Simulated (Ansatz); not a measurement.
Input file:

```yaml
crystal:
  periodic: [false, false, false]
  atoms:
    - {symbol: Al, position_ang: [0.000000, 0.000000, 0.585096]}
    - {symbol: N, position_ang: [0.000000, 0.000000, -1.159176]}
    - {symbol: H, position_ang: [0.000000, 1.407264, 1.304973]}
    - {symbol: H, position_ang: [0.000000, -1.407264, 1.304973]}
    - {symbol: H, position_ang: [0.000000, 0.000000, -2.164038]}
basis:
  gaussian: {orbitals: cc-pVTZ}
total_charge: 1
magnetization: {spin_polarized: true, initial_magnetization: 0}
hamiltonian: {xc: {name: wB97X-V}}
```

```sh
$ ansatz run in.yaml --threads 1 --pin off --events-out ev --progress --plain --max-ram 2816MiB --backend cpu
```

Output:

```
      + integral(e_c_pw_opposite_spin*poly(b97_u_opposite, cos0, cos1)) + vv10(b, c)
637 factors; their error is unknown
153 factors; integrals over basis functions are off by at most 2.2e-5 eV
mean field evaluation 1: about -8089.6944 eV, gradient 7.5e1 eV
mean field evaluation 2: about -7998.5249 eV, gradient 1.1e2 eV
mean field evaluation 4: about -8120.7442 eV, gradient 1.5e1 eV
mean field evaluation 8: about -8122.0910 eV, gradient 2.2e-1 eV
mean field evaluation 16: about -8122.0990 eV, gradient 2.2e-4 eV
mean field evaluation 32: about -8122.7842 eV, gradient 2.4e-2 eV
mean field evaluation 64: about -8122.0990 eV, gradient 1.0e-1 eV
mean field -8122.78425531 eV, -298.5068155618 hartree, gradient 6.4e-6 eV, S^2 0.970384; 8 other end points of the search recorded, 0 dependent functions left out
reference -8122.78425358 eV, -298.5068154982 hartree; 11, 11 occupied and 95, 95 virtual orbitals, 637 factors
Total energy: -8122.78425358 eV, -298.5068154982 hartree
```

Ran on 1 thread of AMD EPYC 7R13, shared host: 36 s wall, 0.35 GiB peak host memory.
